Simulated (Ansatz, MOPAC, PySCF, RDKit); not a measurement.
Pair of molecules: H2O (SMILES O) (first 3 atoms) with CH5N (SMILES CN); geometry from S66by8 set.
(charge 0, multiplicity 1):
```xyz
10

O     -2.4349    -0.5719    -0.0063
H     -2.7936     0.3158     0.0261
H     -1.4734    -0.4343     0.0099
N      1.0397    -0.3352     0.0219
H      1.3350    -0.8878    -0.7729
H      1.3497    -0.8459     0.8387
C      1.6990     0.9732    -0.0184
H      1.3885     1.5549     0.8461
H      2.7903     0.9339    -0.0273
H      1.3723     1.5091    -0.9062
```

Monomers are frozen at their geometry in the pair; levels with a basis set take the counterpoise correction. Rows marked so take none. RDKit's UFF carries no charges.

Rows in 6-31G* carry no dispersion term and start afresh at each structure (6-31G* with six Cartesian d functions). MP2/6-31G* freezes PySCF's default core. The state that PM6 reach isn't checked.

Codes used: Ansatz (an electronic-structure program); MOPAC for PM6 (differences of heats of formation); PySCF for 6-31G* rows, the dispersion terms; RDKit for the force fields. Values without a source in brackets are computed.

Question: One of these levels gives 0.9 kJ/mol for the interaction energy. Which one is it?
(A) MP2/6-31G* (no counterpoise)
(B) UFF
(C) PM6
(D) r2SCAN-D4/def2-TZVPPD

Answer: B, UFF. The others give -15.3 (PM6), -21.0 (r2SCAN-D4/def2-TZVPPD), -27.3 (MP2/6-31G* (no counterpoise))
